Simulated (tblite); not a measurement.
Isomers of C4H9N2 (doublet state). All values are computed: GFN2-xTB (tblite) harmonic vibrations without scaling, gas phase. Errors from tens to a few hundred cm⁻¹ against measured bands are possible. One conformer each. Open shells enter through the occupations alone, without spin polarisation, and single modes of such species can be off by tens of per cent.

Electronic energies: GFN2-xTB at the same geometries; isomer energies are rough at this level and their order can be wrong.

| SMILES | electronic energy, lowest = 0 (kcal/mol) |
| --- | --- |
| [N]=CCCCN | 27.7 |
| [H]/N=C(/C[CH2])CN | 34.5 |
| [H]/N=C(/C)[CH]NC | 0.0 |

Q: How do GFN2-xTB zero-point energies change the relative energies?

A: 
```csv
SMILES,ZPE (kcal/mol),of it from modes above 1550 cm⁻¹,electronic (kcal/mol),"with ZPE, lowest = 0 (kcal/mol)",lowest mode (cm⁻¹),rings
[H]/N=C(/C)[CH]NC,79.2,42.0,0.0,0.0,96,0
[N]=CCCCN,79.0,43.4,27.7,27.6,104,0
[H]/N=C(/C[CH2])CN,78.4,45.1,34.5,33.6,67,0
```

The zero-point energies span 0.8 kcal/mol, from `[H]/N=C(/C[CH2])CN` to `[H]/N=C(/C)[CH]NC`. The order is unchanged.

Q: What do entropy and thermal enthalpy add at 298.15 K and 1 bar (rigid rotor, harmonic oscillator, one conformer each)?

A: 
```
            SMILES  point group  symmetry number  S (cal/(mol K))  H − H(0) (kcal/mol)  ZPE + H − H(0) − TS (kcal/mol)
 [H]/N=C(/C)[CH]NC           C1                1             86.3                 5.51                            59.0
         [N]=CCCCN           C1                1             83.6                 5.14                            59.2
[H]/N=C(/C[CH2])CN           C1                1             87.0                 5.56                            58.0
```

S holds R ln(2S + 1) for the spin.
